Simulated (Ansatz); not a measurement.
# C4H10O2: ionisation energy by level of theory

How much energy removes an electron from C4H10O2 at fixed geometry? The cation is run at each level and the neutral's energy taken from earlier runs.

Computed with Ansatz 0.2.0, Gaussian basis. Level: unrestricted cation, the program's frozen cores in correlated methods.

The runs, in order: UKS PBE-D4/def2-TZVPP; UKS r2SCAN-D4/def2-TZVPP; UKS PBE0-D4/def2-TZVPP; UKS B3LYP-D4/def2-TZVPP; UKS wB97X-V/def2-TZVPP; UKS wB97M-V/def2-TZVPP; UKS B2PLYP/def2-TZVPP; UHF-CCSD(T)/def2-TZVPP; UHF-MP2/def2-QZVPP; extrapolation to the limit; then −ε(HOMO) from the neutral's earlier runs with LDA (SPW92), PBE-D4, revPBE-D4, BLYP-D4, r2SCAN-D4, B97M-V, PBE0-D4, B3LYP-D4, r2SCANh-D4, r2SCAN0-D4, HSE06-D4, BHLYP-D4, CAM-B3LYP-D4, LC-ωPBE, ωB97X-V, ωB97M-V.

### 1 Structure used throughout

The geometry comes from an earlier relaxation with PBE0-D4 in a triple-zeta def2 set; it is a stationary point, not always the lowest conformer.

SMILES `COCCOC`, 16 atoms, charge 0, spin multiplicity 1.

Atoms are counted from 1 here; the program's logs count them from 0.

Bond lengths: C1–O2 1.407 Å, C1–H7 1.094 Å, C1–H8 1.099 Å, C1–H9 1.091 Å, O2–C3 1.403 Å, C3–C4 1.510 Å, C3–H10 1.094 Å, C3–H11 1.100 Å, C4–O5 1.405 Å, C4–H12 1.103 Å, C4–H13 1.101 Å, O5–C6 1.400 Å, C6–H14 1.099 Å, C6–H15 1.099 Å, C6–H16 1.090 Å. Angles: O2–C1–H7 112.2°, O2–C1–H8 111.0°, O2–C1–H9 106.9°, H7–C1–H8 108.4°, H7–C1–H9 109.5°, H8–C1–H9 108.8°, C1–O2–C3 114.7°, O2–C3–C4 114.5°, O2–C3–H10 106.3°, O2–C3–H11 110.8°, C4–C3–H10 107.8°, C4–C3–H11 109.2°, H10–C3–H11 108.0°, C3–C4–O5 110.5°, C3–C4–H12 108.8°, C3–C4–H13 109.3°, O5–C4–H12 110.1°, O5–C4–H13 110.5° and more.

### 2 Cation, UKS PBE-D4/def2-TZVPP

File in.yaml:

```yaml
crystal:
  periodic: [false, false, false]
  atoms:
    - {symbol: C, position_ang: [0.628791, -0.973611, 1.949631]}
    - {symbol: O, position_ang: [1.586014, -0.475317, 1.047243]}
    - {symbol: C, position_ang: [1.266501, -0.660374, -0.305797]}
    - {symbol: C, position_ang: [0.344139, 0.387769, -0.880802]}
    - {symbol: O, position_ang: [-0.970556, 0.187058, -0.429131]}
    - {symbol: C, position_ang: [-1.855035, 1.156746, -0.916105]}
    - {symbol: H, position_ang: [-0.314619, -0.422553, 1.897240]}
    - {symbol: H, position_ang: [0.421178, -2.035431, 1.757363]}
    - {symbol: H, position_ang: [1.053866, -0.874818, 2.949257]}
    - {symbol: H, position_ang: [2.212575, -0.611275, -0.853481]}
    - {symbol: H, position_ang: [0.830463, -1.656747, -0.470809]}
    - {symbol: H, position_ang: [0.379725, 0.327388, -1.981448]}
    - {symbol: H, position_ang: [0.703070, 1.386729, -0.589387]}
    - {symbol: H, position_ang: [-1.894466, 1.149429, -2.014759]}
    - {symbol: H, position_ang: [-1.568106, 2.165730, -0.588546]}
    - {symbol: H, position_ang: [-2.846740, 0.926576, -0.526068]}
basis:
  gaussian: {orbitals: def2-TZVPP}
total_charge: 1
magnetization: {spin_polarized: true, initial_magnetization: 1}
hamiltonian: {xc: pbe, dispersion: d4}
```

Run with:

```console
ansatz run in.yaml --threads 2 --pin off --events-out ev --progress --plain --max-ram 32768MiB --backend cuda --devices 0, --max-vram 18GiB
```

After this run come: Cation, UKS r2SCAN-D4/def2-TZVPP; Cation, UKS PBE0-D4/def2-TZVPP; Cation, UKS B3LYP-D4/def2-TZVPP; Cation, UKS wB97X-V/def2-TZVPP; Cation, UKS wB97M-V/def2-TZVPP; Cation, UKS B2PLYP (frozen core)/def2-TZVPP; Cation, UHF-CCSD(T)/def2-TZVPP; Cation, UHF-MP2/def2-QZVPP.

Q: Predict the results of all the runs planned. Wanted: ionisation energy, CCSD(T)/CBS; nearest functional by difference; nearest −ε(HOMO); −ε(HOMO) of PBE; T1 of the cation.

The runs gave:

| quantity | value |
| --- | --- |
| ionisation energy, CCSD(T)/CBS | 9.83 eV |
| nearest functional by difference | B2PLYP (-0.30 eV) |
| nearest −ε(HOMO) | LC-ωPBE (+0.07 eV) |
| −ε(HOMO) of PBE | 5.61 eV |
| T1 of the cation | 0.029 |

What this shows: Energy differences with functionals land within 1.17 eV of the reference. The PBE orbital energy is 4.2 eV too small: a semilocal HOMO is no ionisation energy. Among orbital estimates LC-ωPBE comes nearest. Hartree-Fock falls 1.31 eV short, as the neutral has more correlation energy than the cation.
